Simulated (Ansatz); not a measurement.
# C2H2N2: short molecular-dynamics run

How does C2H2N2 move over a short run? The task is a short molecular-dynamics run, for C2H2N2.

All numbers are computed with Ansatz 0.2.0 through its Python package. Level of theory: B3LYP/6-31G*.

## 1. Starting point

Bond lengths: N1–C2 1.161 Å, C2–C3 1.442 Å, C3–N4 1.289 Å, C3–H5 1.099 Å, N4–H6 1.029 Å. Angles: N1–C2–C3 179.4°, C2–C3–N4 116.8°, C2–C3–H5 119.6°, N4–C3–H5 123.6°, C3–N4–H6 111.9°.

No structure file is read: the coordinates are typed or built in the script.

## 2. Script

The input, md_c2h2n2.py:

```python
'''A short Born-Oppenheimer trajectory of C2H2N2.'''

import ansatz
import numpy as np

geometry_ang = [
    ('N', (1.867, -0.43, 0.9276)),
    ('C', (0.9586, -0.1125, 0.2772)),
    ('C', (-0.1785, 0.276, -0.5206)),
    ('N', (-1.3441, -0.0226, -0.0571)),
    ('H', (-0.0189, 0.8006, -1.4733)),
    ('H', (-1.2842, -0.5115, 0.8462)),
]
geometry = ansatz.Crystal.molecule()
for symbol, xyz in geometry_ang:
    geometry = geometry.atom(symbol, xyz)

calculation = (
    geometry.calculation()
    .basis(gaussian='6-31G*')
    .functional('b3lyp')
    .md('nve', timestep=0.25, steps=40, temperature=200, initial_velocities='maxwell_boltzmann', seed=3)
)
frames = []
out = calculation.session().plan().execute(on_event=lambda e: frames.append(e['data']) if e['event'] == 'md_step' else None)
print('t (fs)   E_pot (eV)      E_kin (eV)   T (K)   d(0-1) (A)')
for f in frames[::2]:
    xyz = np.array(f['positions_ang'])
    print(f'{f["time_fs"]:6.2f} {f["lagrangian_ev"]:14.5f} {f["e_kin_ev"]:10.5f} {f["temperature_k"]:8.1f} {np.linalg.norm(xyz[0] - xyz[1]):9.4f}')
kept = np.array([f['conserved_ev'] for f in frames])
print(f'conserved energy moves by at most {1000 * np.ptp(kept):.3f} meV')
symbols = [site.symbol for site in geometry.cartesian_sites]
with open('last_frame.xyz', 'w') as handle:
    handle.write(f'{len(symbols)}\nt = {frames[-1]["time_fs"]} fs\n')
    handle.writelines('{:2s} {:10.5f} {:10.5f} {:10.5f}\n'.format(s, *xyz) for s, xyz in zip(symbols, frames[-1]['positions_ang']))
```

## 3. What the engine is handed

The package turns the script's settings into the engine's input:

```yaml
crystal:
  periodic: [false, false, false]
  atoms:
    - { symbol: "N", position_ang: [1.867, -0.43, 0.9276] }
    - { symbol: C, position_ang: [0.9586, -0.1125, 0.2772] }
    - { symbol: C, position_ang: [-0.1785, 0.276, -0.5206] }
    - { symbol: "N", position_ang: [-1.3441, -0.0226, -0.0571] }
    - { symbol: H, position_ang: [-0.0189, 0.8006, -1.4733] }
    - { symbol: H, position_ang: [-1.2842, -0.5115, 0.8462] }
basis:
  gaussian:
    orbitals: "6-31G*"
hamiltonian:
  xc: b3lyp
md:
  timestep: 0.25
  n_steps: 40
  ensemble: nve
  temperature: 200.0
  initial_velocities: maxwell_boltzmann
  seed: 3
```

## 4. The run

Started as:

```
$ python md_c2h2n2.py
```

Without the output at hand: what should come out? Wanted: total energy; dipole moment; mean temperature, second half; farthest move; largest change of the conserved energy.

**Answer**, as computed:

| quantity | value |
| --- | --- |
| total energy | -5084.8143 eV |
| dipole moment | 1.32 D |
| length of the run | 40 steps, 10 fs |
| mean temperature, second half | 236 K |
| farthest move | 0.14 Å |
| largest change of the conserved energy | 0.02 meV/atom |

**Reading.** The temperature swings between 163 and 261 K, with a mean of 236 K in the second half; 6 atoms fluctuate widely. The conserved energy stays within 0.02 meV/atom, so the time step holds. 10 fs show the first vibrations only, not equilibrium. Reading the output:
- The trajectory is only some femtoseconds long, and gives no averages; where the script doesn't relax first, it starts from a rough generated geometry.
- b3lyp holds the VWN-RPA fit, as in Gaussian; the form of ORCA and Turbomole is b3lyp5.
- The temperature counts the internal degrees of freedom alone.
